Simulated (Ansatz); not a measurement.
## How far each method lies from full CI for HAlSi, singlet

Geometry: a point of a bend scan, not a stationary point.

```xyz
3

Si    0.9452    0.0000    0.6808
Al   -0.9958    0.0000   -0.6507
H     0.3193    0.0000   -1.5528
```

Basis 6-31G; Ansatz 0.2.0. Only valence electrons are correlated (noble-gas cores frozen), which leaves 8 electrons in 18 orbitals. Prefix R: restricted or restricted open-shell reference; prefix U: unrestricted. Active spaces: valence = (8e, 9o) chosen from the atoms' valence shells; pair = (2e, 2o) about the gap.

Full CI is exact within this basis and frozen core; it isn't the basis-set limit. The frozen core follows each run's orbitals, which can shift R against U totals by a few meV.

HF rows are the lowest solutions found. Coupled cluster chose its determinant by trial CCSD, here up to 0.04 eV above the lowest Hartree–Fock solution of its kind, and MP2 stands on that determinant too.

* UHF ⟨S²⟩: 1.114
* T1 diagnostic (RCCSD): 0.0749
* largest doubles amplitude (RCCSD): 0.156

```tsv
level	E − E(RHF) (eV)
RMP2	-2.3374
RCCSD	-3.2471
RCCSD(T)	-3.4265
```

Question: Estimate how far full CI in 6-31G lies from RCCSD(T). The table doesn't fix it; the size of (T) and the diagnostics are the guide.

Answer: Full CI in 6-31G lies 2.10 mEh below RCCSD(T), which is 32 % of the (T) step (-6.59 mEh). T1 is raised, a doubles amplitude is large, RHF is unstable towards spin polarisation, and the rest is a large part of (T). The miss exceeds 1 kcal/mol.

The other levels:

| level | E − E(full CI) (mEh) | share of correlation (%) | wall time |
| --- | --- | --- | --- |
| UHF† | 80.89 | – | – |
| UMP2† | 23.05 | – | – |
| UCCSD*† | -5.30 | – | – |
| UCCSD(T)*† | -9.42 | – | 3.9 s |
| BCCD(T) | 2.59 | 97.98 | 1.6 s |
| RCCSDT | 0.96 | 99.25 | – |
| UCCSDT*† | -15.63 | – | – |
| RCCSDT(Q) | -0.04 | 100.03 | 2.3 s |
| UCCSDT(Q)*† | -17.70 | – | 7.5 s |
| RCCSDTQ | 0.12 | 99.90 | 9.5 s |
| UCCSDTQ*† | -18.23 | – | 43 s |
| CASSCF (pair space)† | 92.80 | – | – |
| NEVPT2 (pair space)† | 32.31 | – | 0.84 s |
| MRCISD (pair space)† | 12.17 | – | – |
| MRCISD+Q (pair space)† | 2.29 | – | 1 s |
| CASSCF (valence space) | 23.79 | 81.41 | – |
| NEVPT2 (valence space) | 7.47 | 94.17 | 3.6 s |
| MRCISD (valence space) | 0.90 | 99.30 | – |
| MRCISD+Q (valence space) | 0.37 | 99.71 | 4.8 s |

An asterisk marks runs whose energy the program itself flagged as in doubt. A dagger marks rows that describe another state than the reference (another or a broken symmetry, a higher spin or other natural occupations), so the difference isn't the method's error.

The correlation energy at full CI, counted from RHF, is -3.484 eV. That run took 37 s on 1 thread of Arm Neoverse V1, shared host over 4,682,448 determinants.

Run but not shown, since their state or frozen core can't be matched to the reference's or they repeat it: CISD.

Times hold each run's SCF and search for its determinant on a shared host, so for small cases they say little of a method's own cost; they ran on 1 thread of Arm Neoverse V1.

Unrestricted levels hold only the spin's projection, and here they fall towards a lower state of higher spin.

The full-CI state has the irrep A' of Cs, in the program's axes.

Natural occupations of full CI about the gap: 1.968 1.926 1.829 1.791 0.207 0.131 0.070 0.029 0.017 0.008; effectively unpaired electrons, Σ n²(2−n)², 0.48.
